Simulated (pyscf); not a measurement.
Structures and frequencies: ωB97X-D3(BJ)/def2-SVP in PySCF.

Problem. Estimate the classical barrier height and the reaction energy of `[CH3][Si][Cl]` [singlet] + `[ClH]` → `[CH3][SiH]([Cl])[Cl]` at ωB97M-D3(BJ)/def2-TZVP. The step runs on the singlet surface, breaks Cl–H and forms Cl–Si, H–Si; take the separated reactants as zero.

Solution. ΔE‡ = 25.1 kJ/mol, ΔE = -288.3 kJ/mol. Zero-point energy shifts the barrier by +0.3 kJ/mol. It is an insertion, with an imaginary mode of 1127i cm⁻¹. On the reactant side the descent ends in a complex, 24.4 kJ/mol under the separated species and 39.3 kJ/mol under the saddle at ωB97X-D3(BJ)/def2-TZVP. At ωB97X-D3(BJ)/def2-TZVP the barrier from the zero used here is 15.0 kJ/mol. This is the saddle that the search found; another between the same sides may lie lower.
